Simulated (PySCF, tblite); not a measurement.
# 1,1,3-trichloropropane (C₃H₅Cl₃): a rotation path, then NMR shifts on frames

How do NMR shifts of 1,1,3-trichloropropane (C₃H₅Cl₃) (`ClCCC(Cl)Cl`) change as the atoms move?

The runs use tblite 0.8.0 and PySCF 2.14.0, with density-fitted response routines of our own; the level of theory stands in each step. All values are computed, except where a source is named. Atoms count from 0, in the outputs and in this text.

### Step 1. The starting structure

11 atoms, charge 0, multiplicity 1; geometry from: GFN2-xTB.

Bonds of the start (Å): Cl0–C1 1.79, C1–C2 1.52, C2–C3 1.52, C3–Cl4 1.78, C3–Cl5 1.78, C1–H6 1.09, C1–H7 1.09, C2–H8 1.09, C2–H9 1.09, C3–H10 1.09.

### Step 2. The rotation path with GFN2-xTB

Job settings and geometry (Å):

```
{"job": {"kind": "neb", "xc": "GFN2-xTB", "basis": "xTB", "atoms": [0, 1, 2, 3], "turn": 120}, "charge": 0, "multiplicity": 1}
Cl    -1.068640     0.626396     2.019972
C     -1.279903     0.179095     0.303956
C     -0.084483    -0.618971    -0.193873
C      1.191861     0.205803    -0.190781
Cl     1.074488     1.553538    -1.347718
Cl     2.579231    -0.816559    -0.631645
H     -2.191038    -0.414285     0.242457
H     -1.397110     1.106478    -0.255791
H     -0.289077    -0.965320    -1.209066
H      0.071032    -1.490318     0.445726
H      1.399064     0.636815     0.790798
```

Method: GFN2-xTB climbing-image nudged elastic band, gas phase.

Run with:

```sh
$ OMP_NUM_THREADS=1 python probes_run.py task.json out
```

One launch serves the whole session: the jobs run in the order shown.

Standard output:

```text
image   E - E0 / eV
  0       0.0000
  1       0.0276
  2       0.1016
  3       0.1829
  4       0.2216
  5       0.1992
  6       0.1452
  7       0.1132
  8       0.1028
```

It took 4.9 s on 1 thread of Arm Neoverse N1, shared host.

The final band, with the dihedral Cl0–C1–C2–C3:

| image | dihedral (°) | energy (eV) | energy (kcal/mol) |
| --- | --- | --- | --- |
| 0 | -65 | 0.000 | 0.0 |
| 1 | -49 | 0.028 | 0.6 |
| 2 | -32 | 0.102 | 2.3 |
| 3 | -14 | 0.183 | 4.2 |
| 4 | 6 | 0.222 | 5.1 |
| 5 | 24 | 0.199 | 4.6 |
| 6 | 44 | 0.145 | 3.3 |
| 7 | 60 | 0.113 | 2.6 |
| 8 | 71 | 0.103 | 2.4 |

### Step 3. Shielding tensors: image 0, PBE0/pcSseg-1

Job settings and geometry (Å):

```
{"job": {"kind": "nmr", "xc": "PBE0", "basis": "pcSseg-1", "pop": false}, "charge": 0, "multiplicity": 1}
Cl    -1.068600     0.626400     2.020000
C     -1.279900     0.179100     0.304000
C     -0.084500    -0.619000    -0.193900
C      1.191900     0.205800    -0.190800
Cl     1.074500     1.553500    -1.347700
Cl     2.579200    -0.816600    -0.631600
H     -2.191000    -0.414300     0.242500
H     -1.397100     1.106500    -0.255800
H     -0.289100    -0.965300    -1.209100
H      0.071000    -1.490300     0.445700
H      1.399100     0.636800     0.790800
```

Method: GIAO PBE0/pcSseg-1 NMR shielding, non-relativistic, gas phase.

Standard output:

```text
coarse grid: 11232 points
cycle   1  E = -1497.1869868108  dE =  5.885e-01  |g| = 3.979e-01  |ddm| = 2.955e+00
cycle   2  E = -1497.1484479405  dE =  3.854e-02  |g| = 5.916e-01  |ddm| = 9.499e-01
cycle   3  E = -1497.2291595649  dE = -8.071e-02  |g| = 5.817e-02  |ddm| = 5.472e-01
cycle   4  E = -1497.2298602807  dE = -7.007e-04  |g| = 2.685e-02  |ddm| = 7.843e-02
cycle   5  E = -1497.2300244292  dE = -1.641e-04  |g| = 4.960e-03  |ddm| = 2.622e-02
cycle   6  E = -1497.2300299337  dE = -5.505e-06  |g| = 1.412e-03  |ddm| = 5.486e-03
final grid: 95728 points
cycle   7  E = -1497.2631614907  dE = -3.553e-05  |g| = 6.714e-03  |ddm| = 2.056e-02
cycle   8  E = -1497.2631557439  dE =  5.747e-06  |g| = 7.678e-03  |ddm| = 1.113e-02
cycle   9  E = -1497.2631699840  dE = -1.424e-05  |g| = 1.603e-03  |ddm| = 7.658e-03
cycle  10  E = -1497.2631705214  dE = -5.374e-07  |g| = 2.574e-04  |ddm| = 1.769e-03
cycle  11  E = -1497.2631705363  dE = -1.483e-08  |g| = 5.886e-05  |ddm| = 2.219e-04
cycle  12  E = -1497.2631705370  dE = -7.790e-10  |g| = 1.709e-05  |ddm| = 7.018e-05
converged SCF energy = -1497.2631705370

GIAO shielding tensors (ppm)
atom      isotropic    diamagn.    paramagn.     s11        s22        s33       span
  0 Cl     875.824    1145.872    -270.048    690.788    852.639   1084.046    393.258
  1 C      139.069     245.353    -106.284    111.716    137.179    168.313     56.597
  2 C      135.664     246.617    -110.953    123.477    131.926    151.589     28.111
  3 C      101.912     243.360    -141.448     59.177    116.601    129.956     70.779
  4 Cl     702.054    1145.632    -443.578    485.331    603.448   1017.382    532.051
  5 Cl     672.450    1144.847    -472.397    362.282    632.616   1022.452    660.170
  6 H       28.020      27.923       0.097     21.350     27.522     35.188     13.838
  7 H       27.812      28.074      -0.262     22.898     27.806     32.732      9.835
  8 H       29.462      28.931       0.532     25.344     29.242     33.801      8.458
  9 H       29.373      29.033       0.339     24.330     29.865     33.923      9.593
 10 H       25.505      27.297      -1.792     21.223     25.146     30.146      8.923
```

Run time: 21 s. Hardware: 1 thread of Arm Neoverse N1, shared host; peak memory 0.71 GiB.

Shifts follow as δ = σ(reference) − σ, with reference shieldings (ppm) from runs at the same level and on the same kind of geometry: 1H TMS 31.72, 13C TMS 186.9, 35Cl HCl 950. The references are single molecules in the gas phase. Each atom is listed at this fixed geometry, with no averaging over motion; a spectrum would average atoms that exchange fast.

| atoms | environment | σ (ppm) | δ (ppm) |
| --- | --- | --- | --- |
| C3 | sp3 CH bonded to 2 Cl | 101.9 | 85.0 |
| C2 | sp3 CH2 | 135.7 | 51.3 |
| C1 | sp3 CH2 bonded to Cl | 139.1 | 47.9 |
| H10 | hydrogen on an sp3 CH bonded to 2 Cl | 25.51 | 6.21 |
| H7 | hydrogen on an sp3 CH2 bonded to Cl | 27.81 | 3.90 |
| H6 | hydrogen on an sp3 CH2 bonded to Cl | 28.02 | 3.70 |
| H9 | hydrogen on an sp3 CH2 | 29.37 | 2.34 |
| H8 | hydrogen on an sp3 CH2 | 29.46 | 2.25 |
| Cl5 | chlorine bonded to C | 672 | 277 |
| Cl4 | chlorine bonded to C | 702 | 248 |
| Cl0 | chlorine bonded to C | 876 | 74 |

### Step 4. NMR shieldings: image 2, PBE0/pcSseg-1

Job settings and geometry (Å):

```
{"job": {"kind": "nmr", "xc": "PBE0", "basis": "pcSseg-1", "pop": false}, "charge": 0, "multiplicity": 1}
Cl    -0.943000     1.171900     1.702400
C     -1.316300     0.141400     0.293700
C     -0.090400    -0.592800    -0.253500
C      1.219700     0.163500    -0.106000
Cl     1.191300     1.699100    -0.995500
Cl     2.546800    -0.851200    -0.725800
H     -2.060400    -0.578200     0.630800
H     -1.759200     0.795400    -0.456500
H     -0.261900    -0.793600    -1.313400
H      0.032800    -1.547500     0.260600
H      1.445900     0.394600     0.937000
```

Method: GIAO PBE0/pcSseg-1 NMR shielding, non-relativistic, gas phase.

Standard output:

```text
coarse grid: 11232 points
cycle   1  E = -1497.1815741083  dE =  5.906e-01  |g| = 3.983e-01  |ddm| = 2.987e+00
cycle   2  E = -1497.1431343252  dE =  3.844e-02  |g| = 5.921e-01  |ddm| = 9.662e-01
cycle   3  E = -1497.2239714331  dE = -8.084e-02  |g| = 5.854e-02  |ddm| = 5.594e-01
cycle   4  E = -1497.2246822617  dE = -7.108e-04  |g| = 2.724e-02  |ddm| = 8.024e-02
cycle   5  E = -1497.2248511924  dE = -1.689e-04  |g| = 4.963e-03  |ddm| = 2.678e-02
cycle   6  E = -1497.2248566479  dE = -5.456e-06  |g| = 1.458e-03  |ddm| = 5.464e-03
final grid: 95728 points
cycle   7  E = -1497.2582985929  dE = -3.641e-05  |g| = 6.889e-03  |ddm| = 2.111e-02
cycle   8  E = -1497.2582922332  dE =  6.360e-06  |g| = 7.995e-03  |ddm| = 1.178e-02
cycle   9  E = -1497.2583077355  dE = -1.550e-05  |g| = 1.608e-03  |ddm| = 8.096e-03
cycle  10  E = -1497.2583082731  dE = -5.376e-07  |g| = 2.697e-04  |ddm| = 1.817e-03
cycle  11  E = -1497.2583082894  dE = -1.633e-08  |g| = 6.186e-05  |ddm| = 2.322e-04
cycle  12  E = -1497.2583082903  dE = -8.436e-10  |g| = 1.833e-05  |ddm| = 7.520e-05
converged SCF energy = -1497.2583082903

GIAO shielding tensors (ppm)
atom      isotropic    diamagn.    paramagn.     s11        s22        s33       span
  0 Cl     902.690    1145.870    -243.180    787.440    841.035   1079.594    292.154
  1 C      140.738     244.306    -103.568    110.936    140.490    170.789     59.853
  2 C      141.231     246.493    -105.262    117.066    144.575    162.052     44.986
  3 C      101.854     243.158    -141.305     60.426    116.173    128.962     68.536
  4 Cl     697.512    1145.477    -447.964    461.423    619.721   1011.393    549.969
  5 Cl     678.178    1144.791    -466.613    370.646    636.901   1026.987    656.342
  6 H       28.019      27.750       0.269     21.648     27.200     35.208     13.560
  7 H       27.905      27.836       0.069     22.453     26.998     34.265     11.812
  8 H       29.445      28.840       0.605     25.501     29.276     33.559      8.058
  9 H       29.328      29.207       0.121     23.366     29.876     34.742     11.375
 10 H       25.485      27.381      -1.896     20.300     26.285     29.870      9.570
```

Run time: 21 s. Hardware: 1 thread of Arm Neoverse N1, shared host; peak memory 0.73 GiB.

In short: δ C3 85.1, C1 46.2, C2 45.7, Cl5 272, H10 6.23, H7 3.81 ppm.

### Step 5. NMR shieldings: image 4, PBE0/pcSseg-1

Job settings and geometry (Å):

```
{"job": {"kind": "nmr", "xc": "PBE0", "basis": "pcSseg-1", "pop": false}, "charge": 0, "multiplicity": 1}
Cl    -0.977800     1.556400     1.304300
C     -1.331400     0.089500     0.348800
C     -0.109100    -0.513400    -0.365600
C      1.233600     0.123900    -0.038100
Cl     1.413300     1.701600    -0.834100
Cl     2.533800    -0.953700    -0.612200
H     -1.756400    -0.626200     1.050000
H     -2.097600     0.374800    -0.371000
H     -0.252900    -0.455200    -1.445500
H     -0.036200    -1.568500    -0.094900
H      1.386000     0.273500     1.032500
```

Method: GIAO PBE0/pcSseg-1 NMR shielding, non-relativistic, gas phase.

Standard output:

```text
coarse grid: 11232 points
cycle   1  E = -1497.1712233249  dE =  5.903e-01  |g| = 4.062e-01  |ddm| = 2.986e+00
cycle   2  E = -1497.1294547771  dE =  4.177e-02  |g| = 6.100e-01  |ddm| = 1.003e+00
cycle   3  E = -1497.2156493271  dE = -8.619e-02  |g| = 5.879e-02  |ddm| = 5.779e-01
cycle   4  E = -1497.2163613348  dE = -7.120e-04  |g| = 2.787e-02  |ddm| = 8.161e-02
cycle   5  E = -1497.2165381147  dE = -1.768e-04  |g| = 5.108e-03  |ddm| = 2.729e-02
cycle   6  E = -1497.2165438645  dE = -5.750e-06  |g| = 1.507e-03  |ddm| = 5.529e-03
final grid: 95728 points
cycle   7  E = -1497.2500754554  dE = -3.564e-05  |g| = 6.922e-03  |ddm| = 2.150e-02
cycle   8  E = -1497.2500693025  dE =  6.153e-06  |g| = 7.951e-03  |ddm| = 1.176e-02
cycle   9  E = -1497.2500845068  dE = -1.520e-05  |g| = 1.683e-03  |ddm| = 8.068e-03
cycle  10  E = -1497.2500851044  dE = -5.976e-07  |g| = 2.533e-04  |ddm| = 1.879e-03
cycle  11  E = -1497.2500851188  dE = -1.440e-08  |g| = 5.916e-05  |ddm| = 2.192e-04
cycle  12  E = -1497.2500851195  dE = -7.790e-10  |g| = 1.743e-05  |ddm| = 7.125e-05
converged SCF energy = -1497.2500851195

GIAO shielding tensors (ppm)
atom      isotropic    diamagn.    paramagn.     s11        s22        s33       span
  0 Cl     896.836    1145.676    -248.841    766.732    867.694   1056.081    289.350
  1 C      143.765     243.290     -99.526    111.993    146.494    172.808     60.814
  2 C      142.934     246.076    -103.142    116.117    144.015    168.670     52.553
  3 C      102.100     242.006    -139.906     62.448    113.920    129.932     67.484
  4 Cl     633.026    1145.203    -512.177    375.443    547.582    976.054    600.611
  5 Cl     662.767    1144.766    -481.999    334.753    630.902   1022.647    687.893
  6 H       27.973      27.770       0.203     21.269     27.446     35.205     13.936
  7 H       27.978      27.445       0.533     21.649     27.192     35.094     13.446
  8 H       29.157      28.723       0.434     25.284     29.452     32.735      7.451
  9 H       29.267      29.225       0.042     22.887     30.477     34.437     11.550
 10 H       25.710      27.132      -1.422     20.616     27.176     29.340      8.724
```

Wall time 21 s (1 thread of Arm Neoverse N1, shared host); peak memory 0.73 GiB.

This run: δ C3 84.8, C2 44.0, C1 43.2, Cl4 317, H10 6.01, H6 3.74 ppm.

### Step 6. Nuclear shieldings: image 6, PBE0/pcSseg-1

Job settings and geometry (Å):

```
{"job": {"kind": "nmr", "xc": "PBE0", "basis": "pcSseg-1", "pop": false}, "charge": 0, "multiplicity": 1}
Cl    -1.213000     1.792200     0.821800
C     -1.306400     0.060100     0.396700
C     -0.130400    -0.427400    -0.447100
C      1.237500     0.061600     0.013700
Cl     1.593000     1.682500    -0.623100
Cl     2.494600    -1.058500    -0.579600
H     -1.370100    -0.485600     1.336600
H     -2.233300    -0.071800    -0.160900
H     -0.267600    -0.136600    -1.489400
H     -0.132700    -1.519100    -0.395000
H      1.333700     0.105300     1.100400
```

Level: GIAO PBE0/pcSseg-1 NMR shielding, non-relativistic, gas phase.

Standard output:

```text
coarse grid: 11232 points
cycle   1  E = -1497.1728240482  dE =  5.910e-01  |g| = 4.115e-01  |ddm| = 2.969e+00
cycle   2  E = -1497.1292074952  dE =  4.362e-02  |g| = 6.205e-01  |ddm| = 1.035e+00
cycle   3  E = -1497.2189073961  dE = -8.970e-02  |g| = 6.000e-02  |ddm| = 5.919e-01
cycle   4  E = -1497.2196542554  dE = -7.469e-04  |g| = 2.810e-02  |ddm| = 8.355e-02
cycle   5  E = -1497.2198339757  dE = -1.797e-04  |g| = 5.200e-03  |ddm| = 2.778e-02
cycle   6  E = -1497.2198399474  dE = -5.972e-06  |g| = 1.533e-03  |ddm| = 5.697e-03
final grid: 95728 points
cycle   7  E = -1497.2529156659  dE = -3.639e-05  |g| = 6.885e-03  |ddm| = 2.053e-02
cycle   8  E = -1497.2529092553  dE =  6.411e-06  |g| = 7.994e-03  |ddm| = 1.157e-02
cycle   9  E = -1497.2529246993  dE = -1.544e-05  |g| = 1.658e-03  |ddm| = 8.025e-03
cycle  10  E = -1497.2529252787  dE = -5.794e-07  |g| = 2.576e-04  |ddm| = 1.855e-03
cycle  11  E = -1497.2529252936  dE = -1.495e-08  |g| = 5.767e-05  |ddm| = 2.222e-04
cycle  12  E = -1497.2529252944  dE = -7.390e-10  |g| = 1.656e-05  |ddm| = 6.992e-05
converged SCF energy = -1497.2529252944

GIAO shielding tensors (ppm)
atom      isotropic    diamagn.    paramagn.     s11        s22        s33       span
  0 Cl     879.578    1145.578    -266.000    791.669    818.482   1028.584    236.915
  1 C      140.652     243.924    -103.272    112.826    142.453    166.677     53.850
  2 C      138.893     246.064    -107.171    116.603    137.400    162.677     46.074
  3 C      101.458     241.851    -140.392     63.571    113.944    126.859     63.289
  4 Cl     615.361    1145.030    -529.669    347.882    539.485    958.717    610.835
  5 Cl     642.766    1144.807    -502.041    299.869    615.673   1012.756    712.886
  6 H       28.071      28.103      -0.033     21.741     27.504     34.967     13.225
  7 H       27.950      27.502       0.448     21.668     27.096     35.087     13.419
  8 H       29.076      28.501       0.575     25.538     29.196     32.493      6.955
  9 H       29.314      29.114       0.200     23.389     30.445     34.109     10.720
 10 H       25.972      27.184      -1.212     21.673     27.255     28.989      7.317
```

Run time: 21 s. Hardware: 1 thread of Arm Neoverse N1, shared host; peak memory 0.73 GiB.

In short: δ C3 85.5, C2 48.0, C1 46.3, Cl4 334, H10 5.74, H7 3.77 ppm.

### Step 7. NMR shieldings: image 8, PBE0/pcSseg-1

Job settings and geometry (Å):

```
{"job": {"kind": "nmr", "xc": "PBE0", "basis": "pcSseg-1", "pop": false}, "charge": 0, "multiplicity": 1}
Cl    -1.495400     1.858300     0.360000
C     -1.277100     0.086200     0.414200
C     -0.138400    -0.387800    -0.479200
C      1.241200    -0.014500     0.045600
Cl     1.652100     1.679600    -0.298900
Cl     2.472500    -1.063000    -0.709000
H     -1.099600    -0.179900     1.456200
H     -2.217900    -0.349000     0.078900
H     -0.262800     0.008300    -1.488400
H     -0.192200    -1.478300    -0.530800
H      1.322800    -0.157200     1.125400
```

With the program's defaults for keys left out, this is: GIAO PBE0/pcSseg-1 NMR shielding, non-relativistic, gas phase.

Standard output:

```text
coarse grid: 11232 points
cycle   1  E = -1497.1746762621  dE =  5.899e-01  |g| = 4.125e-01  |ddm| = 2.960e+00
cycle   2  E = -1497.1308939142  dE =  4.378e-02  |g| = 6.218e-01  |ddm| = 1.043e+00
cycle   3  E = -1497.2213131569  dE = -9.042e-02  |g| = 6.031e-02  |ddm| = 5.942e-01
cycle   4  E = -1497.2220711330  dE = -7.580e-04  |g| = 2.794e-02  |ddm| = 8.269e-02
cycle   5  E = -1497.2222487431  dE = -1.776e-04  |g| = 5.200e-03  |ddm| = 2.763e-02
cycle   6  E = -1497.2222547384  dE = -5.995e-06  |g| = 1.537e-03  |ddm| = 5.779e-03
final grid: 95728 points
cycle   7  E = -1497.2553534010  dE = -3.617e-05  |g| = 6.957e-03  |ddm| = 2.015e-02
cycle   8  E = -1497.2553461206  dE =  7.280e-06  |g| = 8.291e-03  |ddm| = 1.190e-02
cycle   9  E = -1497.2553628756  dE = -1.675e-05  |g| = 1.610e-03  |ddm| = 8.216e-03
cycle  10  E = -1497.2553634148  dE = -5.392e-07  |g| = 2.627e-04  |ddm| = 1.797e-03
cycle  11  E = -1497.2553634304  dE = -1.562e-08  |g| = 5.849e-05  |ddm| = 2.312e-04
cycle  12  E = -1497.2553634312  dE = -7.622e-10  |g| = 1.667e-05  |ddm| = 6.960e-05
converged SCF energy = -1497.2553634312

GIAO shielding tensors (ppm)
atom      isotropic    diamagn.    paramagn.     s11        s22        s33       span
  0 Cl     850.323    1145.354    -295.031    687.683    820.057   1043.230    355.548
  1 C      138.073     244.467    -106.394    113.088    140.581    160.550     47.462
  2 C      136.914     246.301    -109.387    121.808    135.694    153.240     31.432
  3 C       99.379     242.231    -142.852     63.871    112.165    122.099     58.228
  4 Cl     636.801    1145.035    -508.234    383.974    567.248    959.181    575.206
  5 Cl     637.315    1144.821    -507.506    294.205    606.630   1011.110    716.905
  6 H       28.230      28.276      -0.046     22.859     27.608     34.223     11.364
  7 H       27.870      27.703       0.167     21.220     27.485     34.904     13.684
  8 H       29.148      28.338       0.810     26.123     29.288     32.035      5.913
  9 H       29.340      29.202       0.138     23.316     30.528     34.176     10.860
 10 H       26.029      27.553      -1.524     21.923     26.815     29.349      7.425
```

It took 21 s on 1 thread of Arm Neoverse N1, shared host; peak memory 0.73 GiB.

Key values: δ C3 87.5, C2 50.0, C1 48.9, Cl4 313, H10 5.69, H7 3.85 ppm.

### Step 8. Side by side: NMR shifts

Shifts (ppm) of some atoms, chosen among heavy atoms and hydrogens apart, with basis size and wall time:

| frame | C2 | C1 | H10 | H8 | Cl5 | Cl4 | Cl0 | functions | time |
| --- | --- | --- | --- | --- | --- | --- | --- | --- | --- |
| image 0 | 51.3 | 47.9 | 6.21 | 2.25 | 277 | 248 | 74 | 148 | 21 s |
| image 2 | 45.7 | 46.2 | 6.23 | 2.27 | 272 | 252 | 47 | 148 | 21 s |
| image 4 | 44.0 | 43.2 | 6.01 | 2.56 | 287 | 317 | 53 | 148 | 21 s |
| image 6 | 48.0 | 46.3 | 5.74 | 2.64 | 307 | 334 | 70 | 148 | 21 s |
| image 8 | 50.0 | 48.9 | 5.69 | 2.57 | 312 | 313 | 99 | 148 | 21 s |

### Step 9. Outcome

| quantity | value |
| --- | --- |
| barrier | 0.222 eV (5.1 kcal/mol) at image 4 |
| end to end (GFN2-xTB) | 0.103 eV |
| 13C shifts against TMS (PBE0/pcSseg-1, image 0) | 85.0, 51.3, 47.9 ppm |
| 1H shifts against TMS (PBE0/pcSseg-1, image 0) | 6.21, 3.90, 3.70, 2.34, 2.25 ppm |
| 35Cl shifts against HCl (PBE0/pcSseg-1, image 0) | 277, 248, 74 ppm |
| range of the shift of Cl4 | 248 to 334 ppm |

What this shows: Along the band the dihedral turns by 136°, and the top (dihedral 6°) lies 5.1 kcal/mol above the start (GFN2-xTB, rough), so at room temperature this motion is fast. The top was not checked by a frequency run. C3 stands next to heavy halogen, whose spin-orbit shielding this run leaves out, so the computed shift lies too far downfield, most of all for carbon beside Br or I. Shifts at one fixed geometry are not the observed spectrum, which averages over the motion. In the first frame run (image 0): The largest span, 660 ppm, is at Cl5, where the paramagnetic term is -472 ppm. Across the 5 runs the shift of Cl4 moves most, between 248 (image 0) and 334 ppm (image 6).
